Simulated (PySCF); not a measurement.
Gas-phase thermal properties of BO

Computed with PySCF (xtb for GFN2) and rigid-rotor harmonic-oscillator thermochemistry at 1 bar. The comparison is the NASA 1993 polynomial table, which mixes measured and estimated data. 6-31G* has spherical d functions here. Open shells (unrestricted): BO (multiplicity 2). GFN2 has no spin-polarisation term. B3LYP is the form with VWN-RPA correlation. The harmonic model lacks anharmonicity and excited electronic states, which grow with temperature; levels with a mode under 35 cm⁻¹ are left out. The table's entry may be an old estimate for BO (not checked at source).

```tsv
level	point group	σ	ZPE (kJ/mol)	S°298 (J/mol/K)	Cp298 (J/mol/K)	S°1000 (J/mol/K)	H1000 − H298 (kJ/mol)
table	-	-	-	203.5	29.2	240.9	22.1
B3LYP/6-31G*	C∞v	1	11.5	203.5	29.2	240.7	22.0
GFN2-xTB	C∞v	1	12.5	203.1	29.1	240.1	21.7
HF/6-31G*	C∞v	1	12.6	203.2	29.1	240.1	21.7
PBE/def2-SVP	C∞v	1	11.3	203.6	29.2	241.0	22.0
PBE0/def2-TZVP	C∞v	1	11.6	203.4	29.2	240.6	21.9
```
σ: rotational symmetry number. Electronic degeneracy used: 2. Frequencies are unscaled.
